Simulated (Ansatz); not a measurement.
```xyz
10

C     1.1994    0.0000    0.0000
C     0.3706    1.1407    0.0000
C    -0.9704    0.7050    0.0000
C    -0.9704   -0.7050    0.0000
C     0.3706   -1.1407    0.0000
H     2.2844    0.0000    0.0000
H     0.7059    2.1726    0.0000
H    -1.8481    1.3428    0.0000
H    -1.8481   -1.3428    0.0000
H     0.7059   -2.1726    0.0000
```

Basis set: def2-TZVP (spherical functions). Charge -1, multiplicity 1.

Computed with Ansatz (development build ahead of 0.2.0); each method stands on the lowest determinant of its kind that the runs found.

**Question.** Give the vertical detachment energy (product with multiplicity 2 at the same shape, open shells in the same class of orbitals) of singlet C₅H₅(-) by ωB97X (unrestricted), PBE0 (unrestricted), PBE0 (restricted), UHF, RHF.

**Answer.**

```tsv
method	detachment energy
ωB97X (unrestricted)	1.83 eV
PBE0 (unrestricted)	1.80 eV
PBE0 (restricted)	1.88 eV
UHF	0.37 eV
RHF	0.82 eV
```

Caution: no diffuse functions for an anion. Caution for UHF: the unrestricted determinant is spin contaminated.
